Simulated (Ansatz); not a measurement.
CH3O, SMILES C=[OH+], charge +1.

The structure is a stationary point at PBE-D3(BJ)/def2-TZVP. The isomer is the one that the SMILES or the coordinates give; other isomers of the formula were not compared.

Two levels are set side by side: PBE/def2-TZVPD (Ansatz, an electronic-structure program) and ωB97X-V/def2-TZVPD (Ansatz). Energy differences of separate SCF runs at the same geometry; the states with an electron removed or added have multiplicity 2 and 2. Differences are taken from unrounded values.

```tsv
quantity	ωB97X-V	PBE	PBE minus ωB97X-V
vertical ionisation energy (eV)	21.92	21.56	-0.36
vertical electron affinity (eV)	7.11	7.18	0.07
vertical singlet–triplet gap (eV)	5.50	5.07	-0.42
```
